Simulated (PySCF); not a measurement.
Species: 2-furanthiol, C₄H₄OS.
Atom-mapped SMILES: `[SH:1][c:2]1[cH:3][cH:4][cH:5][o:6]1` (hydrogens: H7 on S1; H8 on C3; H9 on C4; H10 on C5)

Structure used (PBE0-D3(BJ)/def2-SVP), in Å, numbered top down from 1:
```xyz
10
C4H4OS angstrom
S      2.5647   -0.1459   -0.3834
C      0.8304   -0.0943   -0.1506
C     -0.1225   -1.0685   -0.2577
C     -1.3640   -0.4257    0.0514
C     -1.0664    0.8739    0.3190
O      0.2703    1.0801    0.1968
H      2.7421    1.1602   -0.0962
H      0.0412   -2.1098   -0.5233
H     -2.3518   -0.8811    0.0706
H     -1.6576    1.7410    0.5987
```

The closed-shell ground state was solved at several levels (PySCF, density fitting, gas phase, non-relativistic).

| level | basis functions | HOMO (eV) | LUMO (eV) | gap (eV) | dipole (D) |
| --- | --- | --- | --- | --- | --- |
| CAM-B3LYP/def2-SVPD | 162 | -7.32 | 0.97 | 8.29 | 0.86 |
| PBE0/pcSseg-1 | 129 | -6.06 | 0.25 | 6.31 | 0.87 |

(1) Estimate the row for PBE0/pcSseg-2, a basis of 279 functions; the other rows only guide the guess.

(2) Over all these levels, which gives the widest orbital gap and which the narrowest?

(3) How far do the dipole and the HOMO energy spread over the levels?

Answers

(1) HOMO -6.05 eV, LUMO 0.04 eV, gap 6.09 eV, dipole 0.80 D.

(2) CAM-B3LYP/def2-SVPD (range-separated hybrid) has the widest, 8.29 eV, and PBE0/pcSseg-2 (global hybrid, 25 % exact exchange) the narrowest, 6.09 eV. Functional and basis both differ between the two, so the spread mixes both effects.

(3) The dipole runs from 0.80 to 0.87 D (mean 0.84 D) and the HOMO from -7.32 to -6.05 eV.

One conformer stands for the species.
